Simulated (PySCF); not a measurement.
Compound: C5H10N (doublet state).
Atom-mapped SMILES: `[CH2:1]=[N:2][C:3]([CH3:4])[CH2:5][CH3:6]` (hydrogens: H7, H8 on C1; H9, H10, H11 on C4; H12, H13 on C5; H14, H15, H16 on C6)

Structure used (GFN2-xTB), in Å, numbered top down from 1:
```
atom  x, y, z in Å
C1     2.3253   -1.1210   -0.3135
N2     1.1845   -0.7322   -0.7895
C3     0.3355    0.1249   -0.3070
C4     0.6977    1.1472    0.7287
C5    -1.0590    0.1107   -0.8472
C6    -2.0744   -0.3123    0.2194
H7     2.6112   -1.0249    0.7298
H8     2.9902   -1.6456   -0.9777
H9     0.6390    0.7045    1.7262
H10    1.7213    1.4903    0.5813
H11    0.0235    1.9986    0.6880
H12   -1.1009   -0.5847   -1.6860
H13   -1.3235    1.1093   -1.2086
H14   -3.0769   -0.3272   -0.2014
H15   -2.0625    0.3791    1.0587
H16   -1.8387   -1.3081    0.5874
```

The hyperfine couplings belong to this conformer and change with its torsions.

Theory: UKS B3LYP, pcH-1 on C H N, non-relativistic, mean-field spin-orbit, GIAO (PySCF 2.14.0). Geometry: GFN2-xTB, one conformer, isolated molecule. The geometry wasn't refined by DFT: couplings that depend on bond lengths, twists or pyramidal angles can differ widely from those at the functional's own minimum. The frame is twisted about the C1–N2 bond at this geometry (dihedral H7–C1–N2–C3 = 21°); couplings at other torsion angles weren't computed. Stability of the SCF solution: not tested.

(1) What is the g tensor, term by term?

(2) What effective moment and Curie constant follow for a powder?

(3) What are the electron Larmor frequencies g μB B/h along the three axes at 330 mT?

(4) In a frozen sample, at which fields do the three g values resonate at 9.5, 34, 94 and 263 GHz (hyperfine left aside), and which band first spreads them over more than twice a line width of 1.0 mT?

Results:

(1) 
```csv
Δg (ppm),1,2,3
relativistic mass correction,-146,-146,-146
gauge correction,35,35,-7
orbital Zeeman/spin–orbit,-93,116,423
total,-204,5,270
```

So g = 2.00212, 2.00232, 2.00259 and g_iso = 2.00234; the tensor is rhombic: the two nearest values differ by 44 % of g3 − g1. Axes: g1 points within 6° of the C1–N2 bond and g2 points within 13° of the C3–C4 bond.

(2) With the mean of g² = 4.0094 and S(S+1) = 0.75: μ_eff = √(⟨g²⟩S(S+1)) = 1.734 μB and χT = 0.12505·⟨g²⟩·S(S+1) = 0.376 cm³ K/mol (cgs; spin-Hamiltonian part alone).

(3) 9.2473, 9.2483, 9.2495 GHz for g1, g2 and g3, a range of 2.2 MHz.

(4) 
```json
{"band": "X", "GHz": "9.5", "B(g3) mT": "338.94", "B(g2) mT": "338.98", "B(g1) mT": "339.02", "spread mT": "0.08"}
{"band": "Q", "GHz": "34.0", "B(g3) mT": "1213.04", "B(g2) mT": "1213.20", "B(g1) mT": "1213.33", "spread mT": "0.29"}
{"band": "W", "GHz": "94.0", "B(g3) mT": "3353.70", "B(g2) mT": "3354.15", "B(g1) mT": "3354.50", "spread mT": "0.79"}
{"band": "J", "GHz": "263.0", "B(g3) mT": "9383.23", "B(g2) mT": "9384.47", "B(g1) mT": "9385.45", "spread mT": "2.22"}
```

The spread grows in proportion to the frequency. J band is the first where it exceeds 2.0 mT.

Largest spin populations (Mulliken): C1 (+0.62), C3 (+0.50) and N2 (-0.09). The angles at C1 add up to 359.8°, so it is planar.

The HOMO–LUMO gaps are 5.22 eV among the α and 4.77 eV among the β orbitals.

The SMILES draws the unpaired electron on C3; the largest computed Mulliken spin population is on C1 (0.62 against 0.50).
